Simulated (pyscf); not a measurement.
Four-centre exchange: `[F][SiH]([F])[F]` + `[NH3]` -> `[NH2][Si]([F])([F])[F]` + `[H][H]`

Gas phase, singlet surface, charge 0. Bonds broken: Si2–H5, N6–H7. Bonds formed: Si2–N6, H5–H7. Single points on ωB97X-D3(BJ)/def2-SVP structures (PySCF, gas phase).

Transition state (Å):

```xyz
9

F     -0.4696    -0.5169     1.4829
Si    -0.9951    -0.3466    -0.0344
F     -1.5608    -1.5508    -0.9494
F     -2.4302     0.3489     0.3140
H      0.6005    -0.9142    -0.5100
N     -0.2540     1.0617    -0.9665
H      0.5690     0.0767    -0.9254
H     -0.7212     1.3203    -1.8389
H     -0.0633     1.9053    -0.4206
```

One imaginary mode, 1504i cm⁻¹; descent along it reached the two sides named, in the forms told below.

| bond | change | reactant side (Å) | saddle | product side |
|---|---|---|---|---|
| Si2–H5 | breaks | 1.492 | 1.759 | 3.9 |
| N6–H7 | breaks | 1.019 | 1.284 | 2.7 |
| Si2–N6 | forms | 2.168 | 1.844 | 1.686 |
| H5–H7 | forms | 2.458 | 1.075 | 0.761 |

Electronic energies relative to the separated reactants (kcal/mol):

```
level                   barrier  reaction energy  reverse barrier
----------------------  -------  ---------------  ---------------
ωB97X-D3(BJ)/def2-TZVP     36.0            -13.4             49.4
PBE/def2-TZVP              31.3            -11.0             42.4
r²SCAN/def2-TZVP           32.0            -14.0             45.9
B3LYP-D3(BJ)/def2-TZVP     36.7            -12.6             49.3
PBE0-D3(BJ)/def2-TZVP      32.7            -12.4             45.0
M06-2X/def2-TZVP           36.1            -15.9             52.0
ωB97M-D3(BJ)/def2-TZVP     36.3            -12.8             49.1
HF/def2-TZVP               55.6            -11.1             66.6
```

With ωB97M-D3(BJ)/def2-TZVP energies and thermal terms (ideal gas, 1 atm, RRHO with modes under 100 cm⁻¹ raised to 100, one conformer, R ln 2 for rigid chiral ones), in kcal/mol:

| T (K) | ΔH‡ | ΔG‡ | ΔH | ΔG |
|---|---|---|---|---|
| 298 | 34.1 | 43.9 | -16.5 | -15.6 |
| 600 | 34.4 | 53.8 | -14.9 | -15.3 |
| 900 | 35.2 | 63.4 | -13.6 | -15.8 |
| 1200 | 36.1 | 72.6 | -12.8 | -16.6 |

On the reactant side the descent ends in an adduct with a N–Si contact (not fully relaxed), 2.7 kcal/mol over the separated species and 33.3 kcal/mol under the saddle at ωB97X-D3(BJ)/def2-TZVP. What is counted as formed (N–Si) is already present as a longer contact in the reactant adduct; forming that adduct is a step of its own. One saddle was located; it need not be the lowest between these sides.
